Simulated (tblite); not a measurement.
C4H6N (doublet state).
SMILES with atom numbers: `[H]/[N:5]=[CH:4]\[C:2]([CH2:1])=[CH2:3]` (hydrogens: H6, H7 on C1; H8, H9 on C3; H10 on C4; H11 on N5)

Geometry (GFN2-xTB, Å), atoms numbered from 1 in this order:
```xyz
11
C4H6N angstrom
C     -0.3111    1.1081   -0.7810
C     -0.2764   -0.0335   -0.0070
C     -1.3494   -0.8944    0.1047
C      0.9574   -0.3764    0.7392
N      2.1384   -0.0165    0.5122
H      0.5302    1.7749   -0.8442
H     -1.2013    1.3889   -1.3135
H     -2.2499   -0.7355   -0.4613
H     -1.3047   -1.7638    0.7352
H      0.8169   -1.0485    1.5824
H      2.2554    0.5996   -0.2925
```

Calculated harmonic vibrations of the isolated species, GFN2-xTB (tblite), most abundant isotopes, no scaling. The method is semi-empirical: single wavenumbers can be off by several per cent or more. One conformer, not necessarily the lowest. Open shells enter through the occupations alone, without spin polarisation, and single modes of such species can be off by tens of per cent.

Harmonic wavenumbers (cm⁻¹): 75.7, 284.0, 380.7, 399.2, 455.8, 506.9, 570.6, 761.4, 766.6, 796.5, 869.3, 941.7, 1017.7, 1080.2, 1171.4, 1322.7, 1351.8, 1376.1, 1462.9, 1468.3, 1724.2, 2997.0, 3114.3, 3117.5, 3148.8, 3154.5, 3306.5.

A = 9726, B = 4312, C = 3028 MHz; mass 68.050 u (most abundant isotopes); point group C1, symmetry number 1; spin multiplicity 2.

Q: Zero-point energy?

A: Half the sum of the wavenumbers: 18811 cm⁻¹ = 53.78 kcal/mol.

Q: What is S at 273.15 K and 1 bar for an ideal gas of classical rigid rotors and harmonic oscillators?

A: Translation 38.16, rotation 25.08, vibration 9.46, spin (R ln 2) 1.38: S = 74.1 cal/(mol K).

Q: And Cp and H(273.15 K) − H(0)?

A: Cp = 21.31 cal/(mol K), of which vibrations give 13.36 (their classical limit is 27 R = 53.7); H(273.15 K) − H(0) = 3.70 kcal/mol without the zero-point energy, 1.53 from vibrations.

Q: What must be added to the electronic energy to get the Gibbs energy at 273.15 K and 1 bar?

A: ZPE + [H(273.15 K) − H(0)] − T·S = 53.78 + 3.70 − 20.24 = 37.24 kcal/mol.

Q: Which modes carry the vibrational entropy at 273.15 K?

A: 75.7 cm⁻¹: 3.83; 284.0 cm⁻¹: 1.36; 380.7 cm⁻¹: 0.91; 399.2 cm⁻¹: 0.84; 455.8 cm⁻¹: 0.66; 506.9 cm⁻¹: 0.54 cal/(mol K); the other 21 give 1.32 together.

Q: How do the functions run with temperature in this model?

A: 
```json
{"T (K)": "50", "S (cal/(mol K))": "51.9", "Cp (cal/(mol K))": "9.4", "H − H(0) (kcal/mol)": "0.43", "G − H(0) (kcal/mol)": "-2.17", "ln q(vib)": "0.12"}
{"T (K)": "100", "S (cal/(mol K))": "58.9", "Cp (cal/(mol K))": "11.0", "H − H(0) (kcal/mol)": "0.93", "G − H(0) (kcal/mol)": "-4.96", "ln q(vib)": "0.44"}
{"T (K)": "298.15", "S (cal/(mol K))": "76.0", "Cp (cal/(mol K))": "22.8", "H − H(0) (kcal/mol)": "4.25", "G − H(0) (kcal/mol)": "-18.41", "ln q(vib)": "2.20"}
{"T (K)": "373.15", "S (cal/(mol K))": "81.6", "Cp (cal/(mol K))": "27.0", "H − H(0) (kcal/mol)": "6.13", "G − H(0) (kcal/mol)": "-24.32", "ln q(vib)": "3.03"}
{"T (K)": "500", "S (cal/(mol K))": "90.4", "Cp (cal/(mol K))": "33.0", "H − H(0) (kcal/mol)": "9.95", "G − H(0) (kcal/mol)": "-35.24", "ln q(vib)": "4.53"}
{"T (K)": "750", "S (cal/(mol K))": "105.4", "Cp (cal/(mol K))": "41.0", "H − H(0) (kcal/mol)": "19.27", "G − H(0) (kcal/mol)": "-59.76", "ln q(vib)": "7.54"}
{"T (K)": "1000", "S (cal/(mol K))": "117.9", "Cp (cal/(mol K))": "46.3", "H − H(0) (kcal/mol)": "30.23", "G − H(0) (kcal/mol)": "-87.72", "ln q(vib)": "10.44"}
```

q(vib) and H(0) count from the zero-point level.

Hindered rotation and anharmonicity are outside this model. Other conformers, if any are populated, would add a mixing term that is left out. The structure is chiral; the term R ln 2 for an equal mix with its mirror image is left out.
